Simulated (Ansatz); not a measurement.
Down a group: vertical ionisation energies of SiH₃, SnH₃

Ansatz 0.2.0, functionals in def2-QZVPP, HF, MP2 and coupled cluster extrapolated from def2-TZVPP and def2-QZVPP (exp(−7.88 √X), X^−2.97); geometries are PBE0/def2-TZVP minima. Wave-function levels freeze the cores with the filled d shells of p-block atoms; HF, MP2 and coupled cluster are restricted for singlets and unrestricted otherwise, restricted open-shell where a d shell is frozen. The best estimate adds to that CCSD(T) limit the step from CCSD(T) to the highest level run in a smaller set (CCSDT(Q)/cc-pVTZ, full CI/def2-SVP). It lacks core correlation, which semilocal and hybrid functionals hold and which counts in their errors here, (a few kJ/mol in atomization energies of light atoms) is good to about 1 kcal/mol where the step is under 0.06 eV, as here, and is no measured value. An error is the level's value less this estimate. Energies are electronic, without zero-point terms. No spin–orbit coupling; scalar relativity only by core potentials past Kr. CCSD(T)'s error is that step with its sign reversed, by construction, and steps from double-zeta sets run high. The species are chosen: bound, without strong static correlation by their natural occupations or amplitudes, in their lowest spin state as far as vertical gaps and like structures tell, with only the lowest ion state computed, and with a ladder that closes on the reference, so errors are smaller than for species at large; levels whose determinant breaks symmetry or spin markedly are left out.

```csv
species,bonds (Å),quantity,symmetry of the states,reference,value (eV),error CCSD,error CCSD(T)
"SiH3, doublet","Si–H 1.486, angles at Si 111°",vertical ionisation to the singlet,–,limit + step to CCSDT(Q)/cc-pVTZ,8.825,-0.044,-0.006
"SnH3, doublet","Sn–H 1.715, angles at Sn 110°",vertical ionisation to the singlet,–,limit + step to full CI/def2-SVP,8.264,-0.027,0.000
```

The reference falls from Si to Sn, by 0.561 eV in all.
